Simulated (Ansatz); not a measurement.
Ga₂H₂ (H-bridged), triplet in cc-pVDZ: errors against UCCSDTQ

Geometry: that of the Ga2H2 (H-bridged), singlet, kept fixed. The singlet lies 1.3 eV lower here.

```tsv
atom	x (Å)	y (Å)	z (Å)
Ga	0.0000	0.0000	1.5063
Ga	0.0000	0.0000	-1.5063
H	0.0000	1.0971	0.0000
H	0.0000	-1.0971	0.0000
```

Basis cc-pVDZ; Ansatz 0.2.0. Correlated methods freeze the noble-gas cores and the filled d shells of p-block atoms, which leaves 8 electrons in 36 orbitals. R marks a restricted (for open shells ROHF) determinant, U an unrestricted one. Active spaces: valence = (8e, 10o) chosen from the atoms' valence shells. No spin–orbit coupling is included, and no scalar relativity.

Full CI isn't at hand for all of this; UCCSDTQ serves as the reference, and is uncertain by about the last step of the cluster series. The frozen core follows each run's orbitals, which can shift R against U totals by a few meV for light atoms and by up to 0.1 eV past Ca.

Coupled cluster chose its determinant by trial CCSD, here up to 0.17 eV above the lowest Hartree–Fock solution of its kind, and MP2 stands on that determinant too.

- UHF ⟨S²⟩: 2.027
- ⟨S²⟩ of the determinant under UCCSD: 2.056
- T1 diagnostic (RCCSD): 0.0236
- largest doubles amplitude (RCCSD): 0.174
- T1 diagnostic (UCCSD): 0.0250

```tsv
level	E − E(UCCSDTQ) (kcal/mol)	share of correlation (%)	wall time
UMP2	25.49	76.17	–
UCCSD	6.64	93.79	–
UCCSD(T)	1.55	98.55	18 s
UCCSDT	0.46	99.57	–
UCCSDT(Q)	0.03	99.97	30 s
```

The correlation energy at UCCSDTQ, counted from the determinant under the R cluster runs, is -4.640 eV. That run took 49 s on 2 threads of AMD EPYC 7R13 with a shared H100 80 GB, shared host.

Run but not shown, since their state or frozen core can't be matched to the reference's or they repeat it: RHF, UHF, RMP2, CISD, RCCSD, RCCSD(T), BCCD(T), RCCSDT, RCCSDT(Q), RCCSDTQ, CASSCF (valence space), NEVPT2 (valence space), MRCISD (valence space), MRCISD+Q (valence space).

Times hold each run's SCF and search for its determinant on a shared host, so for small cases they say little of a method's own cost; they ran on 1 thread of AMD EPYC 7R13.

Natural occupations of CASSCF (valence space) about the gap: 1.972 1.942 1.880 1.049 0.946 0.087 0.036 0.035 0.027 0.026; effectively unpaired electrons, Σ n²(2−n)², 2.10.
